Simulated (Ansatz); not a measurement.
An Ansatz input:

```yaml
crystal:
  lattice:
    - [3.0358769902, 0.0, 0.0]
    - [-1.5179384951, 2.6291465963, 0.0]
    - [0.0, 0.0, 10.5046136214]
  atoms:
    - { symbol: Pr, position: [0.0, 1.0, 1.0], spin: 1.478 }
    - { symbol: Pr, position: [0.0, 1.0, 0.5], spin: 1.478 }
    - { symbol: Pr, position: [0.3333333333, 0.6666666667, 0.75], spin: 1.37 }
    - { symbol: Pr, position: [0.6666666667, 0.3333333333, 0.25], spin: 1.37 }
hamiltonian:
  xc: lda
  pseudopotentials:
    kind: paw
    azcp:
      Pr: "pseudopotentials/Pr.paw.azcp"
basis:
  ecutwfc: 420
  fft_grid_basis: typed
kpoints:
  mp_grid: { grid: [16, 16, 4], shift: [0, 0, 0] }
magnetization:
  spin_polarized: true
scf:
  occupations: { method: fermi_dirac, width: 0.05 }
```

Output

```
Warning: the record states the generating functional pbe (its physics header spells it `PBE`), which answers neither for hamiltonian.xc's functional nor for the lda family's — results may be inconsistent (PPs are generated against a specific XC)
Warning: where an SCF of this run starts from atoms to list the orders of its open shells, Pr (sites 0, 1, from 0) starts with 2.02 μB on its 4f shell, in the place of the 1.48 μB that the deck gives it: an open f shell starts with all that it can hold by Hund's first rule. To start from spheres of the given moment, type scf.initial_density.shell_occupations: []
Warning: where an SCF of this run starts from atoms to list the orders of its open shells, Pr (sites 2, 3, from 0) starts with 2.02 μB on its 4f shell, in the place of the 1.37 μB that the deck gives it: an open f shell starts with all that it can hold by Hund's first rule. To start from spheres of the given moment, type scf.initial_density.shell_occupations: []
band count auto-derived: 59 (N_el = 52.0; filled up to band 26; 35 by the electrons, moments and atoms)
Engine: ansatz 0.2.0, aarch64-unknown-linux-gnu
Pseudopotentials: kind: paw
Pseudopotential: Pr, paw, valence charge 13, recommended cutoff 420 eV (normal) 
Functional definition: SPW92
  exchange = slater_x
  correlation = pw_c
Crystal: 4 atoms, lattice volume = 83.845 Å³
Basis set: ecut = 420 eV, 1655 PW (Γ)
Bands: 59, of which v1, the nominal top of the filled ones, is band 26 counted from 1 (25 counted from 0)
Symmetry: 24 space group operations
Space group: P63/mmc (ITA 194), of the structure as read, at distance tolerance 4.4e-5 Å
Magnetic group: BNS 194.263 (UNI 1493), of the structure as read, at distance tolerance 4.4e-5 Å
k-points: 90 of 1024
Non-local potential: Pr, projectors of the file, l = 0: 3, l = 1: 2, l = 2: 2, l = 3: 3
PAW form: soft (Blöchl's): semilocal exchange-correlation on the pseudo side does not see the compensation charge
PAW frozen core: Pr, regenerated for the run's functional, and the local potential with it (the file was generated under x = pbe(κ = 0.804, μ = 0.2195149727645171), c = pbe(β = 0.06672455060314922))
PAW one-centre angular grid: Pr, 590 points (default); XC on 64 Gauss nodes
Initial density: superposition of atomic densities (chi_scale 0.1, normalization cell)
Starting moments: Σ|m| = 5.696 μB on 4 of 4 sites
Initial wavefunctions: pseudopotential atomic-orbital guess
Functional: x = slater, c = lda
SCF iter   1: F=—  HF=-27010.442404 eV  |F-HF|=—  |Δ(HF+E_count)|=         —  Δρ=1.17e-1 (↑1.17e-1 ↓4.73e-2)  dr2=5.88e0  dr2_m=4.80e0  M=4.183 μB ∫|m|=4.183 μB  β_m=0.30  ethr=3.10e-3  ⟨swp⟩=5.4  Hψ=39881  notcnv=0  defer=60
Mixer restart at iter 1: flushing history
spin=Collinear: Kerker preconditioning applied to the charge; magnetization (m = ρ↑ − ρ↓) channel mixes plain (no charge-response kernel on spin).
SCF iter   2: F=—  HF=-27008.713502 eV  |F-HF|=—  |Δ(HF+E_count)|=    1.73e0  Δρ=6.60e-2 (↑6.60e-2 ↓2.93e-2)  dr2=1.96e0  dr2_m=1.57e0  M=4.663 μB ∫|m|=4.663 μB  β_m=0.49  ethr=3.10e-3  ⟨swp⟩=3.5  Hψ=25127  notcnv=0  defer=848
SCF iter   3: F=—  HF=-27007.863270 eV  |F-HF|=—  |Δ(HF+E_count)|=   8.50e-1  Δρ=9.26e-3 (↑9.26e-3 ↓6.82e-3)  dr2=2.17e-2  dr2_m=4.37e-2  M=5.328 μB ∫|m|=5.328 μB  β_m=0.69  ethr=3.10e-3  ⟨swp⟩=2.8  Hψ=21291  notcnv=0  defer=854
SCF iter   4: F=—  HF=-27008.089824 eV  |F-HF|=—  |Δ(HF+E_count)|=   2.27e-1  Δρ=1.02e-2 (↑1.02e-2 ↓2.40e-3)  dr2=4.31e-2  dr2_m=2.66e-2  M=5.634 μB ∫|m|=5.634 μB  β_m=0.85  ethr=4.17e-5  ⟨swp⟩=3.0  Hψ=25030  notcnv=0  defer=912
SCF iter   5: F=—  HF=-27008.292624 eV  |F-HF|=—  |Δ(HF+E_count)|=   2.03e-1  Δρ=7.69e-3 (↑7.69e-3 ↓1.61e-3)  dr2=3.35e-2  dr2_m=1.42e-2  M=5.896 μB ∫|m|=5.896 μB  β_m=0.92  ethr=4.17e-5  ⟨swp⟩=3.0  Hψ=23354  notcnv=0  defer=912
SCF iter   6: F=—  HF=-27008.397161 eV  |F-HF|=—  |Δ(HF+E_count)|=   1.05e-1  Δρ=1.29e-3 (↑1.29e-3 ↓5.13e-4)  dr2=2.14e-3  dr2_m=2.60e-4  M=6.134 μB ∫|m|=6.134 μB  β_m=0.96  ethr=4.17e-5  ⟨swp⟩=3.0  Hψ=23868  notcnv=0  defer=914
SCF iter   7: F=—  HF=-27008.403254 eV  |F-HF|=—  |Δ(HF+E_count)|=   6.09e-3  Δρ=3.03e-4 (↑3.03e-4 ↓1.67e-4)  dr2=1.22e-4  dr2_m=2.42e-5  M=6.201 μB ∫|m|=6.202 μB  β_m=0.84  ethr=4.12e-6  ⟨swp⟩=2.0  Hψ=21545  notcnv=0  defer=962
SCF iter   8: F=—  HF=-27008.403411 eV  |F-HF|=—  |Δ(HF+E_count)|=   1.57e-4  Δρ=1.34e-4 (↑1.34e-4 ↓6.44e-5)  dr2=1.53e-5  dr2_m=5.23e-6  M=6.214 μB ∫|m|=6.214 μB  β_m=0.88  ethr=2.35e-7  ⟨swp⟩=2.0  Hψ=17510  notcnv=0  defer=962
SCF iter   9: F=—  HF=-27008.403446 eV  |F-HF|=—  |Δ(HF+E_count)|=   3.57e-5  Δρ=6.69e-5 (↑6.69e-5 ↓4.76e-5)  dr2=7.82e-7  dr2_m=2.41e-6  M=6.222 μB ∫|m|=6.222 μB  β_m=0.94  ethr=2.95e-8  ⟨swp⟩=2.0  Hψ=16368  notcnv=0  defer=962
SCF iter  10: F=—  HF=-27008.403447 eV  |F-HF|=—  |Δ(HF+E_count)|=   3.29e-7  Δρ=2.11e-5 (↑2.11e-5 ↓9.81e-6)  dr2=1.57e-7  dr2_m=1.79e-7  M=6.224 μB ∫|m|=6.224 μB  β_m=0.97  ethr=1.50e-9  ⟨swp⟩=2.0  Hψ=15890  notcnv=0  defer=962
SCF iter  11: F=—  HF=-27008.403447 eV  |F-HF|=—  |Δ(HF+E_count)|=   3.98e-9  Δρ=5.56e-6 (↑5.56e-6 ↓1.37e-6)  dr2=1.67e-8  dr2_m=8.45e-9  M=6.224 μB ∫|m|=6.224 μB  β_m=0.83  ethr=3.03e-10  ⟨swp⟩=2.0  Hψ=16259  notcnv=0  defer=962
SCF iter  12: F=—  HF=-27008.403447 eV  |F-HF|=—  |Δ(HF+E_count)|=   1.56e-8  Δρ=2.49e-6 (↑2.49e-6 ↓9.01e-7)  dr2=3.44e-9  dr2_m=2.16e-9  M=6.224 μB ∫|m|=6.224 μB  β_m=0.92  ethr=3.22e-11  ⟨swp⟩=2.0  Hψ=16385  notcnv=0  defer=962
SCF iter  13: F=-27008.403447 eV  HF=-27008.403447 eV  |F-HF|=4.89e-8  |Δ(HF+E_count)|=   2.35e-9  Δρ=5.50e-6 (↑5.50e-6 ↓5.34e-7)  dr2=4.83e-8  dr2_m=4.80e-9  M=6.224 μB ∫|m|=6.224 μB  ethr=6.61e-12  ⟨swp⟩=1.0  Hψ=27573  notcnv=0
SCF 1 converged in 13 iterations: F = -27008.403447 eV  dr2 = 4.83e-8
SCF converged after 13 iterations
Magnetization: 6.2242 μB (29.1121 up, 22.8879 down)
Absolute magnetization: 6.2242 μB (∫|ρ↑−ρ↓|, with the PAW one-centre terms)
Spin contamination: 0.0513 ħ² per cell (⟨S²⟩ above its minimum at these occupations)
Per-site moments (μB) at R_I (Å): [(1.5035529314073324, 1.2522992584627772), (1.503552931407333, 1.2522992584627772), (1.409728119225074, 1.2522992584627772), (1.409728119225074, 1.2522992584627772)]
Free energy (F): -27008.403447 eV
Harris-Foulkes:  -27008.403447 eV  (|F-HF|=4.89e-8)
Internal energy: -27008.210475 eV  (E = F + TS)
E sigma→0 (E₀):  -27008.306961 eV
Entropy (-TS):   -0.192971 eV (-48.243 meV/atom)
Fermi energy:    20.325326 eV
--- Per-component energies (eV) ---
  E_band       = 334.792181
  E_kinetic    = 1429.169460
  E_local      = -1358.732137  (includes V_loc(G=0)·N_el)
  E_nonlocal   = 252.038920
  E_hartree    = 518.360417
  E_xc         = -908.962058
  E_vxc        = -1008.151732  (∫ρ·V_xc dr)
  E_paw        = -21846.521712  (= ΣΔE_a)
  E_vpaw       = -16.253474  (= ΣTr[D̂ρ^β])
  E_aug_tail   = -0.000001  (compensation charges beyond the density's cutoff)
  E_ewald      = -5095.845335
  E_core_change = 2.281971  (= ΣΔE_core)
  E_smearing   = -0.192971  (= −TS)
  E_closure    = 0.000000  (closes the sum)
  Σ components = -27008.403447   (vs F -27008.403447, Δ=0.00e0)
```

The f occupation was not exhaustively searched.
